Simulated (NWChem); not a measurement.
# SF4 (sulfur tetrafluoride): levels of theory compared

Aim: a comparison of 4 runs (HF/STO-3G, HF/3-21G, B3LYP/6-31G*) of SF4 (sulfur tetrafluoride). 

The calculation is run with NWChem 7.3.0.

50 further runs of the same task are left out: 50 set aside as unsound or not needed.

## Step 1: The molecule

The species is SF4 (5 atoms), meant as a singlet with charge 0. SMILES: `FS(F)(F)F`. One bond was lengthened or shortened from a relaxed shape.

Bond lengths: F1–S2 1.553 Å, S2–F3 1.649 Å, S2–F4 1.649 Å, S2–F5 1.786 Å. Angles: F1–S2–F3 87.6°, F1–S2–F4 87.6°, F1–S2–F5 101.3°, F3–S2–F4 172.5°, F3–S2–F5 87.6°, F4–S2–F5 87.6°.

## Step 2: A single-point energy at HF/STO-3G (run 1)

f4s.nw reads:

```
start f4s
memory stack 880 mb heap 220 mb global 1100 mb
charge 0

geometry noautosym nocenter noautoz
 F       -0.611700      -0.450345       1.220825
 S        0.013500      -0.579745      -0.194975
 F        1.486200      -0.684345       0.539425
 F       -1.490600      -0.299645      -0.810175
 F        0.400600       1.124600      -0.563100
end

basis spherical bse
 F library STO-3G
 S library STO-3G
end

scf
 thresh 1e-08
 maxiter 80
end

task scf energy
```

On the command line:

```bash
$ nwchem f4s.nw > f4s.out
```

The log of the run:

```text
[...]
  functions       =    29
[...]
  wavefunction    = RHF
[...]
         Total SCF energy =   -785.001401565196
      One-electron energy =  -1673.886794015030
      Two-electron energy =    600.474944326784
 Nuclear repulsion energy =    288.410448123050
        Time for solution =      1.1s
[...]
```

Run time: 1.6 s. Hardware: 1 thread of Intel Xeon Platinum 8488C (Sapphire Rapids), shared host; peak memory 0.099 GiB.

## Step 3: A single-point energy at HF/3-21G (run 2)

nw.xyz reads:

```xyz
5

F     -0.611700    -0.450345     1.220825
S      0.013500    -0.579745    -0.194975
F      1.486200    -0.684345     0.539425
F     -1.490600    -0.299645    -0.810175
F      0.400600     1.124600    -0.563100
```

run.py reads:

```python
from ase.io import read
from ase.calculators.nwchem import NWChem

system = read('nw.xyz')

calc = NWChem(
    label='nw',
    theory='scf',
    memory='2200 mb',
    basis='3-21G',
    basispar='spherical bse',
    scf={'nopen': '0', 'rhf': None, 'thresh': '1e-08', 'maxiter': '80'},
    task='energy',
)
system.calc = calc

print(f"energy = {system.get_potential_energy():.6f} eV")
print("dipole (e A):", system.get_dipole_moment().round(4))
```

On the command line:

```bash
$ export ASE_NWCHEM_COMMAND="nwchem PREFIX.nwi > PREFIX.nwo"
$ python run.py
```

The log of the run:

```text
energy = -21522.864051 eV
dipole (e A): [ 0.0134 -0.3766 -0.1367]
```

The calculator wrote nw.nwi:

```
title "nw"

permanent_dir nw

scratch_dir nw

start nw

geometry units angstrom nocenter noautosym noautoz
  F  -6.1170000000000002e-01 -4.5034500000000000e-01 1.2208250000000000e+00
  S  1.3500000000000000e-02 -5.7974499999999995e-01 -1.9497500000000001e-01
  F  1.4862000000000000e+00 -6.8434499999999998e-01 5.3942500000000004e-01
  F  -1.4905999999999999e+00 -2.9964499999999999e-01 -8.1017499999999998e-01
  F  4.0060000000000001e-01 1.1246000000000000e+00 -5.6310000000000004e-01
end

memory 2200 mb

basis spherical bse noprint
   * library 3-21G
end

scf
  nopen 0
  rhf
  thresh 1e-08
  maxiter 80
end

task scf energy
```

nw.nwo:

```text
Northwest Computational Chemistry Package (NWChem) 7.3.0
             --------------------------------------------------------

           Job information
           ---------------

    nwchem branch   = 7.3.0
    use scalapack   = T
    input           = nw.nwi
    prefix          = nw.
    data base       = nw/nw.db
    status          = startup
    nproc           =        1

           Memory information
           ------------------

[... 5 lines left out ...]
    hardfail = no
[... 120 lines left out ...]
         Quadratically convergent ROHF
[... 15 lines left out ...]
       Final RHF  results
[... 4 lines left out ...]
      Two-electron energy =    594.423544306264
[... 45 lines left out ...]
                       ROHF Final Molecular Orbital Analysis
[... 212 lines left out ...]
       Multipole analysis of the density wrt the origin
       ------------------------------------------------

     L   x y z        total         open         nuclear
     -   - - -        -----         ----         -------
     0   0 0 0     -0.000000      0.000000     52.000000

     1   1 0 0      0.025299      0.000000     -3.256943
[... 8 lines of this table left out ...]
     2   0 0 2    -24.419777      0.000000     90.712059

 Task  times  cpu:        1.2s     wall:        1.2s
 Total times  cpu:        1.2s     wall:        1.2s
```

It took 2.2 s on 1 thread of Intel Xeon Platinum 8488C (Sapphire Rapids), shared host; peak memory 0.098 GiB.

Run 3 isn't shown in full; the table further down has it.

## Step 4: A single-point energy at B3LYP/6-31G(d) (spherical functions) (run 4)

work.nw reads:

```
START work
TITLE "F4S"
memory stack 880 mb heap 220 mb global 1100 mb
charge 0

GEOMETRY units angstroms noautosym nocenter noautoz
  F       -0.611700      -0.450345       1.220825
  S        0.013500      -0.579745      -0.194975
  F        1.486200      -0.684345       0.539425
  F       -1.490600      -0.299645      -0.810175
  F        0.400600       1.124600      -0.563100
END

BASIS spherical bse
  * library 6-31G*
END

DFT
  xc b3lyp
  grid xfine
  convergence energy 1e-08
  maxiter 100
  mulliken
END

TASK dft energy
```

On the command line:

```bash
$ nwchem work.nw > work.out
```

The log of the run:

```text
[...]
          Wavefunction type:  closed shell.
          No. of atoms     :     5
          No. of electrons :    52
[...]
          Charge           :     0
          Spin multiplicity:     1
[...]
          AO basis - number of functions:    74
[...]
              XC Information
              --------------
                         B3LYP Method XC Potential
                     Hartree-Fock (Exact) Exchange  0.200
                        Slater Exchange Functional  0.800 local
                    Becke 1988 Exchange Functional  0.720 non-local
              Lee-Yang-Parr Correlation Functional  0.810
                  VWN I RPA Correlation Functional  0.190 local
[...]
 d= 0,ls=0.0,diis     1   -797.1904768944 -1.09D+03  3.39D-02  2.07D+00     1.8
[...]
 d= 0,ls=0.0,diis    10   -797.4369160095 -4.34D-09  2.03D-06  4.69D-08    14.7
         Total DFT energy =     -797.436916009541
      One electron energy =    -1680.178231565380
           Coulomb energy =      661.923334481131
    Exchange-Corr. energy =      -67.592467048343
 Nuclear repulsion energy =      288.410448123050
[...]
      Total Density - Mulliken Population Analysis
     ---------------------------------------------
    Atom       Charge   Shell Charges
 -----------   ------   -------------------------------------------------------
    1 F    9     9.27   2.00  0.95  3.29  1.02  1.99  0.02
    2 S   16    14.61   2.00  2.00  5.96  1.51  2.18  0.29  0.31  0.36
    3 F    9     9.38   2.00  0.94  3.29  1.04  2.11  0.01
    4 F    9     9.38   2.00  0.94  3.29  1.04  2.11  0.01
    5 F    9     9.35   2.00  0.95  3.24  1.05  2.11  0.01
[...]
```

It took 15 s on 1 thread of Intel Xeon Platinum 8488C (Sapphire Rapids), shared host; peak memory 0.13 GiB.

## Step 5: All runs side by side

```tsv
run	level	Cartesian functions	iteration cap	energy (Eh)	dipole moment (D)	HOMO energy (eV)	LUMO energy (eV)	wall time
1	HF/STO-3G	no	80	-785.001402	0.65	-7.05	6.23	1.6 s
2	HF/3-21G	no	80	-790.950672	1.93	-13.47	0.77	2.2 s
3	B3LYP/6-31G* (Cartesian functions)	yes	100	-797.443462	–	–	–	17 s
4	B3LYP/6-31G* (spherical functions)	no	100	-797.436916	1.45	-9.44	-3.04	15 s
```

## Step 6: Results

```
            quantity          value
 run 4: total energy  -797.43692 Eh
run 4: dipole moment         1.45 D
  run 4: HOMO energy       -9.44 eV
  run 4: LUMO energy       -3.04 eV
run 4: HOMO–LUMO gap        6.39 eV
```

Over runs 1, 2, 4 the dipole moment (its size) runs from 0.65 D (HF/STO-3G) to 1.93 D (HF/3-21G). Over runs 1, 2, 4 the HOMO–LUMO gap runs from 6.39 eV (B3LYP/6-31G*) to 14.24 eV (HF/3-21G). The two ends differ in method and basis. In run 1 the basis is minimal, so the values are rough. All runs together took 36 s, the longest 17 s.
